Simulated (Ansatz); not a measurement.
Compare A (`CC(N)(F)C=O`) with its isomer B (`C=NC(F)OC`).

Gas-phase electronic energies from Ansatz, PBE0-D4/def2-TZVP geometries. CCSD(T)/CBS adds triple-zeta CCSD(T) − MP2 to the extrapolated MP2 energy (def2 sets, frozen cores). Functionals use def2-TZVPP. B3LYP here is the variant with VWN-RPA as its local correlation; programs differ in this. One conformer a species, not always the lowest.

A:

```xyz
12

C     1.163   -0.532   -0.307
C    -0.158   -0.090    0.285
N    -0.127    1.276    0.652
F    -0.442   -0.923    1.363
C    -1.273   -0.257   -0.748
O    -2.243   -0.936   -0.598
H     1.961   -0.357    0.419
H     1.132   -1.597   -0.536
H     1.386    0.029   -1.215
H     0.673    1.495    1.229
H    -0.974    1.558    1.127
H    -1.098    0.334   -1.671
```

B:

```xyz
12

C     0.2872    2.1734    0.3030
N     0.4966    0.9334    0.2587
C    -0.2184    0.1297   -0.6815
F    -1.1843    0.8141   -1.3651
O    -0.8762   -0.8967   -0.0469
C    -0.0143   -1.8886    0.4678
H     0.8354    2.7675    1.0330
H    -0.4185    2.6909   -0.3512
H     0.5029   -0.2484   -1.4233
H    -0.6525   -2.6636    0.8893
H     0.6404   -1.4861    1.2449
H     0.6017   -2.3256   -0.3288
```

Q: Which is lower in electronic energy at CCSD(T)/CBS, and by how much? (Best estimate.)

A: The calculation gave: A, by 92.3 kJ/mol.

Q: Give E(B) − E(A) in kJ/mol with HF/def2-TZVPP, CCSD/def2-TZVPP, PBE0-D4, ωB97M-V, B2PLYP, B3LYP, r2SCAN-D4. (An estimate is asked.)

A: Ansatz gave: HF/def2-TZVPP 79.9, CCSD/def2-TZVPP 88.7, PBE0-D4 93.4, ωB97M-V 92.9, B2PLYP 89.2, B3LYP 84.7, r2SCAN-D4 93.1. None reverses the order clearly.

Largest T1 diagnostic: 0.013.

In def2-TZVPP, CCSD(T) changes the Hartree–Fock value by +9.0 kJ/mol (the triples alone add +0.2 kJ/mol) and MP2 by +17.3 kJ/mol.
